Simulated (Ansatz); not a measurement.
Relaxation of AlF2H2 (5 atoms, charge 0, multiplicity 2), to a largest force component of 0.03 eV/Å in at most 50 steps.

The calculation used Ansatz 0.2.0, UKS PBE/def2-SVP.

```xyz
5
Properties=species:S:1:pos:R:3
Al 0.000 0.000 -0.085
H 0.000 0.000 1.484
F 1.441 0.000 -0.927
F -1.441 0.000 -0.927
H 0.000 0.000 3.346
```

Q: Where does it end, and by what steps?

A: It converged. The force dipped under the threshold on the way, but the program's further checks kept it going. After 8 steps the energy has fallen by 0.031 eV; H5 moved furthest, 0.98 Å.

```json
{"step": "0", "energy less start (eV)": "0.0000", "largest force component (eV/Å)": "0.237", "accepted": "yes"}
{"step": "1", "energy less start (eV)": "-0.0042", "largest force component (eV/Å)": "0.046", "accepted": "yes"}
{"step": "2", "energy less start (eV)": "-0.0063", "largest force component (eV/Å)": "0.089", "accepted": "yes"}
{"step": "3", "energy less start (eV)": "-0.0147", "largest force component (eV/Å)": "0.184", "accepted": "yes"}
{"step": "4", "energy less start (eV)": "-0.0235", "largest force component (eV/Å)": "0.076", "accepted": "yes"}
{"step": "5", "energy less start (eV)": "-0.0286", "largest force component (eV/Å)": "0.097", "accepted": "yes"}
{"step": "6", "energy less start (eV)": "-0.0304", "largest force component (eV/Å)": "0.026", "accepted": "yes"}
{"step": "7", "energy less start (eV)": "-0.0306", "largest force component (eV/Å)": "0.009", "accepted": "yes"}
{"step": "8", "energy less start (eV)": "-0.0307", "largest force component (eV/Å)": "0.003", "accepted": "yes"}
```

```xyz
5
Properties=species:S:1:pos:R:3
Al 0.000 0.000 -0.319
H 0.000 0.000 1.255
F 1.428 0.000 -1.184
F -1.428 0.000 -1.184
H 0.000 0.000 4.322
```

Run time: 18 s on 1 thread of Arm Neoverse V2 (shared host), peak memory 0.12 GiB.
